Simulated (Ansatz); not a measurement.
in.yaml

```yaml
crystal:
  periodic: [false, false, false]
  atoms:
    - {symbol: Al, position_ang: [-0.745768, 0.000000, 0.879055]}
    - {symbol: Al, position_ang: [0.736486, 0.000000, -0.957923]}
    - {symbol: H, position_ang: [0.248453, 0.000000, 2.111206]}
basis:
  gaussian: {orbitals: 6-31G}
magnetization: {spin_polarized: false, initial_magnetization: 3}
correlation: {method: sc_nevpt2, electrons: outside_noble_gas, active_space: {window: {electrons: 7, orbitals: 9}, shells: [{species: Al, l: s, shell: 3}, {species: Al, l: p, shell: 3}, {species: H, l: s, shell: 1}]}}
```

```sh
$ ansatz run in.yaml --threads 1 --pin off --events-out ev --progress --plain --max-ram 2393MiB
```

The program prints:

```
556 factors; integrals over basis functions are off by at most 1.9e-7 eV
mean field evaluation 1: about -13176.8012 eV, gradient 5.5e0 eV
mean field evaluation 2: about -13176.8127 eV, gradient 5.6e0 eV
mean field evaluation 4: about -13177.6264 eV, gradient 9.4e-1 eV
mean field evaluation 8: about -13177.7009 eV, gradient 2.6e-1 eV
mean field evaluation 16: about -13176.7655 eV, gradient 5.2e-1 eV
mean field evaluation 32: about -13177.6192 eV, gradient 1.2e0 eV
mean field -13177.70974874 eV, -484.2719010937 hartree, gradient 2.4e-6 eV, S^2 3.750000; 8 other end points of the search recorded, 0 dependent functions left out
reference -13177.70974874 eV, -484.2719010937 hartree; 15, 12 occupied and 13, 16 virtual orbitals, 556 factors
state -13179.10390967 eV, -484.3231355630 hartree
state -13179.10390967 eV, -484.3231355630 hartree; corrected -13179.44002756 eV, -484.3354876674 hartree
Total energy: -13179.44002756 eV, -484.3354876674 hartree
Checks for a lower state left out: starts, orbital_swaps
```

Natural occupations: 1.9641 1.9302 1.0063 0.9896 0.9810 0.0481 0.0375 0.0222 0.0209.

For the same geometry and basis full CI lies 157.7 meV lower.

Ran on 1 thread of Arm Neoverse V1, shared host: 2.2 s wall, 0.09 GiB peak host memory.
